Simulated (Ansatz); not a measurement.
## Nudged elastic band run: CH5OS, charge +1

Input:

```yaml
crystal:
  periodic: [false, false, false]
  atoms:
    - { symbol: C, position_ang: [-0.835287, 0.695262, 0.005453] }
    - { symbol: S, position_ang: [0.802899, -0.005078, 0.583032] }
    - { symbol: O, position_ang: [0.746759, -1.518665, -0.322148] }
    - { symbol: H, position_ang: [-1.604871, 0.211311, 0.60506] }
    - { symbol: H, position_ang: [-0.940028, 0.463663, -1.055212] }
    - { symbol: H, position_ang: [-0.808312, 1.771029, 0.194032] }
    - { symbol: H, position_ang: [1.654876, 0.651584, -0.284943] }
    - { symbol: H, position_ang: [0.983964, -2.269107, 0.274726] }
total_charge: 1
basis:
  gaussian: { orbitals: "6-31G" }
hamiltonian:
  xc: pbe0
  dispersion: d4
neb:
  order_check: false
  images: 9
  f_tol: 0.03
  max_iterations: 60
  optimiser: lbfgs
  climbing: true
  final_atoms:
    - { symbol: C, position_ang: [-0.78589575, 0.75179056, -0.01327118] }
    - { symbol: S, position_ang: [0.96837228, 0.12284858, 0.17578924] }
    - { symbol: O, position_ang: [0.6020484, -1.6032463, 0.18001025] }
    - { symbol: H, position_ang: [-1.30113571, 0.0900652, -0.71055176] }
    - { symbol: H, position_ang: [-0.72180653, 1.77679039, -0.38600647] }
    - { symbol: H, position_ang: [-1.23156152, 0.72221954, 0.98009087] }
    - { symbol: H, position_ang: [1.37915655, 0.18305857, -1.14278891] }
    - { symbol: H, position_ang: [1.09082229, -2.04352755, 0.91672796] }
  initial_path:
    images:
      - { positions_ang: [[-0.835287, 0.695262, 0.005453], [0.802899, -0.005078, 0.583032], [0.746759, -1.518665, -0.322148], [-1.604871, 0.211311, 0.60506], [-0.940028, 0.463663, -1.055212], [-0.808312, 1.771029, 0.194032], [1.654876, 0.651584, -0.284943], [0.983964, -2.269107, 0.274726]] }
      - { positions_ang: [[-0.81705907, 0.69663107, 0.00327864], [0.82135895, 0.00581527, 0.53754414], [0.73287147, -1.51386464, -0.25536956], [-1.57586995, 0.14569177, 0.48406357], [-0.90124464, 0.60930165, -1.03930669], [-0.84888484, 1.69868791, 0.31045306], [1.61341424, 0.5988008, -0.39938375], [0.97541383, -2.24106483, 0.3587206]] }
      - { positions_ang: [[-0.79883114, 0.69800013, 0.00110427], [0.83981889, 0.01670854, 0.49205627], [0.71898395, -1.50906427, -0.18859113], [-1.54686891, 0.08007254, 0.36306715], [-0.86246128, 0.7549403, -1.02340138], [-0.88945768, 1.62634681, 0.42687412], [1.57195249, 0.5460176, -0.51382451], [0.96686367, -2.21302266, 0.4427152]] }
      - { positions_ang: [[-0.78060321, 0.6993692, -0.00107009], [0.85827884, 0.02760181, 0.44656841], [0.70509642, -1.50426391, -0.12181269], [-1.51786786, 0.01445332, 0.24207072], [-0.82367791, 0.90057895, -1.00749607], [-0.93003051, 1.55400572, 0.54329518], [1.53049073, 0.49323441, -0.62826526], [0.9583135, -2.18498049, 0.52670979]] }
      - { positions_ang: [[-0.76237528, 0.70073827, -0.00324445], [0.87673878, 0.03849508, 0.40108055], [0.6912089, -1.49946354, -0.05503426], [-1.48886681, -0.05116591, 0.1210743], [-0.78489455, 1.0462176, -0.99159076], [-0.97060335, 1.48166462, 0.65971624], [1.48902898, 0.44045121, -0.74270602], [0.94976334, -2.15693832, 0.61070439]] }
      - { positions_ang: [[-0.74414735, 0.70210733, -0.00541881], [0.89519873, 0.04938835, 0.35559268], [0.67732137, -1.49466318, 0.01174418], [-1.45986576, -0.11678514, 7.787e-05], [-0.74611119, 1.19185625, -0.97568544], [-1.01117619, 1.40932353, 0.7761373], [1.44756722, 0.38766801, -0.85714677], [0.94121317, -2.12889615, 0.69469899]] }
      - { positions_ang: [[-0.75249703, 0.71204398, -0.00698929], [0.90983344, 0.0640804, 0.31963199], [0.66226678, -1.5163798, 0.04539739], [-1.42811975, -0.07541507, -0.14204805], [-0.74125026, 1.30884308, -0.85774965], [-1.05525326, 1.27190273, 0.81692801], [1.43388509, 0.34674612, -0.9142752], [0.971135, -2.11182243, 0.73910478]] }
      - { positions_ang: [[-0.76084671, 0.72198062, -0.00855976], [0.92446815, 0.07877244, 0.28367131], [0.64721218, -1.53809643, 0.07905061], [-1.39637374, -0.034045, -0.28417398], [-0.73638933, 1.42582991, -0.73981385], [-1.09933032, 1.13448193, 0.85771873], [1.42020295, 0.30582424, -0.97140362], [1.00105682, -2.09474871, 0.78351058]] }
      - { positions_ang: [[-0.76919639, 0.73191727, -0.01013023], [0.93910286, 0.09346449, 0.24771062], [0.63215759, -1.55981305, 0.11270382], [-1.36462773, 0.00732506, -0.42629991], [-0.7315284, 1.54281673, -0.62187806], [-1.14340739, 0.99706114, 0.89850944], [1.40652082, 0.26490235, -1.02853205], [1.03097864, -2.07767499, 0.82791637]] }
      - { positions_ang: [[-0.77754607, 0.74185391, -0.01170071], [0.95373757, 0.10815653, 0.21174993], [0.61710299, -1.58152967, 0.14635704], [-1.33288172, 0.04869513, -0.56842583], [-0.72666746, 1.65980356, -0.50394226], [-1.18748445, 0.85964034, 0.93930015], [1.39283868, 0.22398046, -1.08566048], [1.06090047, -2.06060127, 0.87232216]] }
      - { positions_ang: [[-0.78589575, 0.75179056, -0.01327118], [0.96837228, 0.12284858, 0.17578924], [0.6020484, -1.6032463, 0.18001025], [-1.30113571, 0.0900652, -0.71055176], [-0.72180653, 1.77679039, -0.38600647], [-1.23156152, 0.72221954, 0.98009087], [1.37915655, 0.18305857, -1.14278891], [1.09082229, -2.04352755, 0.91672796]] }
```

Command:

```bash
$ ansatz run input.yaml --threads 1 --pin off --max-ram 2048MiB --backend cpu --events-out ev --progress --plain --runs-dir out
```

Output, in part (warnings, iteration lines, the closing report on the highest movable image, with atoms numbered from 0):

```
NEB end point (image 0): max|allowed force component| = 1.047e-2 eV/Å (the criterion of neb.relax_end_points is 1.000e-2)
NEB end point (image 10): max|allowed force component| = 5.815e-3 eV/Å (the criterion of neb.relax_end_points is 1.000e-2)
NEB iter   1: max|band force component| = 4.836e0 eV/Å  barrier→ = 0.5700 eV  barrier← = 0.5700 eV  Δτ_max = 0.0728 Å  (274 SCF iters)
NEB iter   2: max|band force component| = 1.402e0 eV/Å  barrier→ = 0.1973 eV  barrier← = 0.1973 eV  Δτ_max = 0.0339 Å  (257 SCF iters)
NEB iter   3: max|band force component| = 9.386e-1 eV/Å  barrier→ = 0.1348 eV  barrier← = 0.1348 eV  Δτ_max = 0.0262 Å  (269 SCF iters)
NEB iter   4: max|band force component| = 4.839e-1 eV/Å  barrier→ = 0.1019 eV  barrier← = 0.1019 eV  CI = image 5  Δτ_max = 0.0081 Å  (270 SCF iters)
NEB iter   5: max|band force component| = 3.103e-1 eV/Å  barrier→ = 0.0930 eV  barrier← = 0.0930 eV  CI = image 5  Δτ_max = 0.0208 Å  (212 SCF iters)
NEB iter   6: max|band force component| = 4.165e-1 eV/Å  barrier→ = 0.0784 eV  barrier← = 0.0784 eV  CI = image 5  Δτ_max = 0.0060 Å  (259 SCF iters)
NEB iter   7: max|band force component| = 1.969e-1 eV/Å  barrier→ = 0.0752 eV  barrier← = 0.0752 eV  CI = image 5  Δτ_max = 0.0066 Å  (208 SCF iters)
NEB iter   8: max|band force component| = 1.730e-1 eV/Å  barrier→ = 0.0722 eV  barrier← = 0.0722 eV  CI = image 5  Δτ_max = 0.0147 Å  (207 SCF iters)
NEB iter   9: max|band force component| = 2.563e-1 eV/Å  barrier→ = 0.0684 eV  barrier← = 0.0684 eV  CI = image 5  Δτ_max = 0.0039 Å  (212 SCF iters)
NEB iter  10: max|band force component| = 1.089e-1 eV/Å  barrier→ = 0.0670 eV  barrier← = 0.0670 eV  CI = image 5  Δτ_max = 0.0027 Å  (203 SCF iters)
NEB iter  11: max|band force component| = 1.011e-1 eV/Å  barrier→ = 0.0662 eV  barrier← = 0.0663 eV  CI = image 5  Δτ_max = 0.0085 Å  (196 SCF iters)
NEB iter  12: max|band force component| = 1.443e-1 eV/Å  barrier→ = 0.0649 eV  barrier← = 0.0649 eV  CI = image 5  Δτ_max = 0.0021 Å  (205 SCF iters)
NEB iter  13: max|band force component| = 7.449e-2 eV/Å  barrier→ = 0.0644 eV  barrier← = 0.0644 eV  CI = image 5  Δτ_max = 0.0030 Å  (193 SCF iters)
NEB iter  14: max|band force component| = 6.534e-2 eV/Å  barrier→ = 0.0639 eV  barrier← = 0.0640 eV  CI = image 5  Δτ_max = 0.0060 Å  (199 SCF iters)
NEB iter  15: max|band force component| = 1.182e-1 eV/Å  barrier→ = 0.0634 eV  barrier← = 0.0634 eV  CI = image 5  Δτ_max = 0.0018 Å  (196 SCF iters)
NEB iter  16: max|band force component| = 4.829e-2 eV/Å  barrier→ = 0.0631 eV  barrier← = 0.0631 eV  CI = image 5  Δτ_max = 0.0016 Å  (192 SCF iters)
NEB iter  17: max|band force component| = 4.274e-2 eV/Å  barrier→ = 0.0629 eV  barrier← = 0.0629 eV  CI = image 5  Δτ_max = 0.0035 Å  (192 SCF iters)
NEB iter  18: max|band force component| = 7.423e-2 eV/Å  barrier→ = 0.0626 eV  barrier← = 0.0626 eV  CI = image 5  Δτ_max = 0.0011 Å  (192 SCF iters)
NEB iter  19: max|band force component| = 3.464e-2 eV/Å  barrier→ = 0.0625 eV  barrier← = 0.0625 eV  CI = image 5  Δτ_max = 0.0014 Å  (175 SCF iters)
NEB iter  20: max|band force component| = 3.054e-2 eV/Å  barrier→ = 0.0624 eV  barrier← = 0.0624 eV  CI = image 5  Δτ_max = 0.0028 Å  (189 SCF iters)
NEB iter  21: max|band force component| = 6.698e-2 eV/Å  barrier→ = 0.0622 eV  barrier← = 0.0622 eV  CI = image 5  Δτ_max = 0.0010 Å  (193 SCF iters)
NEB iter  22: max|band force component| = 3.030e-2 eV/Å  barrier→ = 0.0621 eV  barrier← = 0.0621 eV  CI = image 5  Δτ_max = 0.0010 Å  (170 SCF iters)
NEB iter  23: max|band force component| = 2.301e-2 eV/Å  barrier→ = 0.0620 eV  barrier← = 0.0620 eV  CI = image 5  Δτ_max = 0.0427 Å  (184 SCF iters)
NEB iter  24: max|band force component| = 1.357e-1 eV/Å  barrier→ = 0.0613 eV  barrier← = 0.0613 eV  CI = image 5  Δτ_max = 0.0387 Å  (30 SCF iters)
NEB iter  25: max|band force component| = 2.547e-2 eV/Å  barrier→ = 0.0611 eV  barrier← = 0.0611 eV  CI = image 5  Δτ_max = 0.0000 Å  (491 SCF iters)
Total energy: -13981.72688134 eV, -513.8189857343 hartree
Atom 0 at    -0.805108     0.753270    -0.013214 Å, force     0.000381     0.014272     0.005520 eV/Å
Atom 1 at     0.920455     0.090856     0.359486 Å, force    -0.008389     0.009340    -0.002440 eV/Å
Atom 2 at     0.611476    -1.608189    -0.011065 Å, force     0.007493    -0.015199     0.012333 eV/Å
Atom 3 at    -1.455864    -0.123406     0.030617 Å, force     0.007748    -0.002651    -0.000135 eV/Å
Atom 4 at    -0.817307     1.206492    -1.003325 Å, force     0.002166     0.000606     0.004482 eV/Å
Atom 5 at    -1.039014     1.468645     0.774900 Å, force    -0.007241     0.000019    -0.006024 eV/Å
Atom 6 at     1.565872     0.386914    -0.825542 Å, force     0.000299    -0.001244    -0.004053 eV/Å
Atom 7 at     1.019490    -2.174583     0.688143 Å, force    -0.002456    -0.005144    -0.009684 eV/Å
Dipole moment:     0.151782     0.305796     0.063894 e Å
```

The forces met the threshold. The band force fell under the threshold earlier too, but the program's further tests of the path sent the band on. Another band between the same ends (9 images) ends at a top of the same energy, where a vibrational analysis finds 1 clearly imaginary mode. Limits of this set-up: no polarisation functions, the dipole of an ion depends on the origin.

Final band (atoms are numbered from 1 in the order of the input):

```tsv
image	path coordinate (Å)	energy (eV)	dihedral H5–C1–S2–O3 (°)
0	0.00	0.000	-40
1	0.31	0.006	-52
2	0.61	0.022	-63
3	0.92	0.041	-75
4	1.22	0.056	-88
5	1.53	0.061	-100
6	1.83	0.055	-112
7	2.13	0.039	-124
8	2.43	0.020	-136
9	2.73	0.006	-148
10	3.03	0.000	-160
```

Time of the run: 4.3 min on 1 thread of Arm Neoverse V2 (shared host), peak memory 0.098 GiB.
